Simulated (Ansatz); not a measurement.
# Silicon, diamond under r²SCAN: convergence with the cold (Marzari-Vanderbilt) smearing

How small must the cold (Marzari-Vanderbilt) smearing width be for energy and pressure to settle? The geometry was relaxed under r²SCAN beforehand and stays fixed; 7 values are run, from 0.01 to 1.0 eV. Wanted are the values from which on the energy stays within 10 and 1 meV/atom, and the pressure within 0.5 GPa, of the narrowest run. Within the series other settings stay, but some runs also write fields, which adds to their time. Spin polarisation is left out.

Computed with Ansatz 0.2.0 (DFT r²SCAN, plane waves with PAW, scalar-relativistic, unless a step says otherwise).

1 further run of the same task is left out (set aside as unsound or not needed).

## Step 1: The starting structure

It takes space group Fd-3m (No. 227, cubic). Conventional cell: a = 5.445 Å, b = 5.445 Å, c = 5.445 Å, α = 90.00°, β = 90.00°, γ = 90.00°. Around Si (site symmetry -43m) lie 4 Si at 2.36 Å.

Structure file:

```cif
data_structure
_symmetry_space_group_name_H-M 'Fd-3m:1'
_symmetry_Int_Tables_number 227
_cell_length_a 5.4455
_cell_length_b 5.4455
_cell_length_c 5.4455
_cell_angle_alpha 90.000
_cell_angle_beta 90.000
_cell_angle_gamma 90.000
_cell_volume 161.47
loop_
_atom_site_label
_atom_site_type_symbol
_atom_site_symmetry_multiplicity
_atom_site_Wyckoff_symbol
_atom_site_fract_x
_atom_site_fract_y
_atom_site_fract_z
_atom_site_occupancy
Si1 Si 8 a 0.50000 0.00000 0.50000 1
```

## Step 2: Run at 0.01 eV

The run at 0.01 eV.

Input file input.yaml:

```yaml
crystal:
  lattice:
    - [0.0, 2.722727738, 2.722727738]
    - [2.722727738, 0.0, 2.722727738]
    - [2.722727738, 2.722727738, 0.0]
  atoms:
    - { symbol: Si, position: [0.5, 0.5, 0.5] }
    - { symbol: Si, position: [0.75, 0.75, 0.75] }
hamiltonian:
  xc: r2scan
  pseudopotentials:
    kind: paw
    azcp:
      Si: "pseudopotentials/Si.paw.azcp"
basis:
  ecutwfc: 500
  fft_grid_basis: typed
kpoints:
  mp_grid: { grid: [10, 10, 10], shift: [0, 0, 0] }
magnetization:
  spin_polarized: false
scf:
  occupations: { method: cold, width: 0.01 }
  lower_state_search: "off"
output:
  stress: true
  write_density: true
  write_potential: true
  elf: true
  volumetric_format: npy
```

Run with:

```
$ ansatz run input.yaml --threads 2 --pin off --max-ram 5120MiB --backend cpu --events-out ev --progress --plain --runs-dir out
```

## Step 3: Run at 0.03 eV

The run at 0.03 eV.

input.yaml, as its differences from that of step 2:

```diff
@@ -22,3 +22,3 @@
 scf:
-  occupations: { method: cold, width: 0.01 }
+  occupations: { method: cold, width: 0.03 }
   lower_state_search: "off"
@@ -26,5 +26 @@
   stress: true
-  write_density: true
-  write_potential: true
-  elf: true
-  volumetric_format: npy
```

## Step 4: Run at 0.1 eV

The run at 0.1 eV.

input.yaml, as its differences from that of step 3:

```diff
@@ -22,3 +22,3 @@
 scf:
-  occupations: { method: cold, width: 0.03 }
+  occupations: { method: cold, width: 0.1 }
   lower_state_search: "off"
@@ -26 +26,5 @@
   stress: true
+  write_density: true
+  write_potential: true
+  elf: true
+  volumetric_format: npy
```

## Step 5: Run at 0.2 eV

The run at 0.2 eV.

input.yaml, as its differences from that of step 4:

```diff
@@ -22,3 +22,3 @@
 scf:
-  occupations: { method: cold, width: 0.1 }
+  occupations: { method: cold, width: 0.2 }
   lower_state_search: "off"
```

## Step 6: Run at 0.3 eV

The run at 0.3 eV.

input.yaml, as its differences from that of step 5:

```diff
@@ -22,3 +22,3 @@
 scf:
-  occupations: { method: cold, width: 0.2 }
+  occupations: { method: cold, width: 0.3 }
   lower_state_search: "off"
@@ -26,5 +26 @@
   stress: true
-  write_density: true
-  write_potential: true
-  elf: true
-  volumetric_format: npy
```

## Step 7: Run at 0.6 eV

The run at 0.6 eV.

input.yaml, as its differences from that of step 6:

```diff
@@ -22,3 +22,3 @@
 scf:
-  occupations: { method: cold, width: 0.3 }
+  occupations: { method: cold, width: 0.6 }
   lower_state_search: "off"
```

## Step 8: Run at 1.0 eV

The run at 1.0 eV.

input.yaml, as its differences from that of step 7:

```diff
@@ -22,3 +22,3 @@
 scf:
-  occupations: { method: cold, width: 0.6 }
+  occupations: { method: cold, width: 1.0 }
   lower_state_search: "off"
@@ -26 +26,5 @@
   stress: true
+  write_density: true
+  write_potential: true
+  elf: true
+  volumetric_format: npy
```

(Steps that only read results are left out.)

Q: Predict the outcome of this session.

**Answer**, as computed:

```
                                    quantity         value
E(σ → 0) stays within 10 meV/atom of 0.01 eV  up to 1.0 eV
            E(σ → 0) stays within 1 meV/atom  up to 0.3 eV
               pressure stays within 0.5 GPa  up to 0.6 eV
                         pressure at 0.01 eV     -0.07 GPa
```

In words: The far end, 1.0 eV, lies +0.9 meV/atom and -0.5 GPa from the yardstick. Over the range F shifts by +34.7 meV/atom, while E(σ → 0) shifts by +0.9. While the width stays far under the gap, it changes nothing.

The gaps are Kohn-Sham values of a semilocal functional, not quasiparticle or optical gaps. Such gaps usually fall short of the measured ones.
